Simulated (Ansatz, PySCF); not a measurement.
Species: triplet methylene, CH₂ (charge 0, triplet). 
Geometry from a B3LYP-D3(BJ)/def2-TZVP (Ansatz, a program for electronic structure) optimisation:
SMILES: [CH2]
```xyz
3

C      0.0094     0.0032     0.1026
H     -0.0192     0.9863    -0.3393
H     -0.0373    -1.0052    -0.2764
```
Charge 0, spin multiplicity 3.

Quantity: atomisation energy (electronic, to ground-state atoms), in eV. Valence correlation only, unless marked. UHF or UKS for open shells. Spin-orbit coupling is left out. Non-relativistic. The coupled-cluster limit lacks core correlation, which all-electron functionals hold. CBS(X,Y): correlation extrapolated as X^-3; Hartree-Fock from the larger set (for Q and 5 zeta extrapolated as (X+1)exp(-9√X)).

```tsv
level	program	atomisation energy (eV)
HF-D4/def2-TZVPD	PySCF + dftd4	6.74
BLYP-D4/def2-TZVPD	Ansatz + dftd4	8.25
```

### Question
What does CCSD(T)/CBS(cc-pVQZ,cc-pV5Z) (Ansatz) give?

### Answer
8.24 eV, so BLYP-D4/def2-TZVPD differs from it by 0.01 eV.
